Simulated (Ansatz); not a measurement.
Loss of H2O: C5H10O → C5H8 + H2O

Species: C5H10O (cyclopentanol) `OC1CCCC1`, singlet; C5H8 (1,4-pentadiene) `C=CCC=C`, singlet; H2O (water) `O`, singlet. 

Shapes, held fixed at every level: PBE0-D4/def2-TZVP. Flexible molecules stand in one conformer, not always the lowest. Programs: Ansatz 0.2.0. The zero-point and thermal change to 298 K, harmonic and unscaled (PBE0-D4/def2-TZVP), is -17.7 kJ/mol.

**The experiment to reproduce.** Tabulated heats of formation (Active Thermochemical Tables, CRC Handbook of Chemistry and Physics): C5H10O -242.5 (CRC); C5H8 +105.7 (CRC); H2O -241.8 (ATcT) kJ/mol, which give ΔH(298 K) = +106.4 kJ/mol.

```
               level                    kind  ΔH (kJ/mol)  computed − measured  CPU time (all species)
    SPW92/def2-TZVPP                     LDA       +180.3                +74.0                    13 s
   PBE-D4/def2-TZVPP                     GGA       +118.9                +12.6                    26 s
r2SCAN-D4/def2-TZVPP                meta-GGA       +121.5                +15.2                    41 s
  PBE0-D4/def2-TZVPP           global hybrid       +137.7                +31.4                    28 s
  wB97M-V/def2-TZVPP  range-separated hybrid       +120.0                +13.6                    94 s
   B2PLYP/def2-TZVPP           double hybrid        +92.5                -13.8                    58 s
  CCSD(T)/def2-TZVPP   coupled cluster or CI       +108.9                 +2.5                 9.3 min
CCSD(T)/CBS estimate   coupled cluster or CI       +104.4                 -2.0                  11 min
```

Nearest: CCSD(T)/CBS estimate (-2.0); farthest: SPW92/def2-TZVPP (+74.0). 2 of 8 levels lie within 10 kJ/mol. The CBS estimate extrapolates MP2 from def2-TZVPP and def2-QZVPP and adds CCSD(T) − MP2 in the triple-zeta set, cores frozen. Times are processor times on shared x86 and Arm servers, and rough.
